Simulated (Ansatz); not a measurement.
Input file:

```yaml
crystal:
  periodic: [false, false, false]
  atoms:
    - {symbol: Ga, position_ang: [0.000000, 0.000000, 2.285300]}
    - {symbol: Si, position_ang: [0.000000, 0.000000, -0.356000]}
    - {symbol: N, position_ang: [0.000000, 0.000000, -1.929300]}
basis:
  gaussian: {orbitals: cc-pVDZ}
magnetization: {spin_polarized: true, initial_magnetization: 2}
hamiltonian: {xc: {name: PBE}}
correlation: {method: rpa, electrons: outside_noble_gas}
```

```sh
$ ansatz run in.yaml --threads 1 --pin off --events-out ev --progress --plain --max-ram 4096MiB --backend cpu
```

Roughly how long does this take on 1 thread of AMD EPYC 7R13, shared host, and how much host memory?

12 s wall and 0.18 GiB.

```
645 factors; integrals over basis functions are off by at most 7.2e-4 eV
mean field evaluation 1: about -61701.9235 eV, gradient 6.4e1 eV
mean field evaluation 2: about -61701.9203 eV, gradient 6.4e1 eV
mean field evaluation 4: about -61716.7628 eV, gradient 2.7e1 eV
mean field evaluation 8: about -61726.8684 eV, gradient 2.3e0 eV
mean field evaluation 16: about -61726.9215 eV, gradient 8.3e-3 eV
mean field evaluation 32: about -61726.6299 eV, gradient 1.1e-5 eV
mean field evaluation 64: about -61726.9171 eV, gradient 1.3e-1 eV
mean field evaluation 96: about -61717.7634 eV, gradient 2.2e1 eV
mean field evaluation 128: about -61726.6314 eV, gradient 1.7e-2 eV
mean field evaluation 160: about -61690.4545 eV, gradient 3.1e1 eV
mean field -61726.92154734 eV, -2268.4225268546 hartree, gradient 5.3e-6 eV, S^2 2.014486; 13 other end points of the search recorded, 0 dependent functions left out
20 core orbitals not correlated: weight in the atoms' cores, before any rotation towards them, 0.998 or more for the frozen orbitals, at most 0.001 for the correlated occupied ones
reference -61671.43303388 eV, -2266.3833615962 hartree; 7, 5 occupied and 32, 34 virtual orbitals, 645 factors
Total energy: -61685.09798325 eV, -2266.8855392233 hartree
```
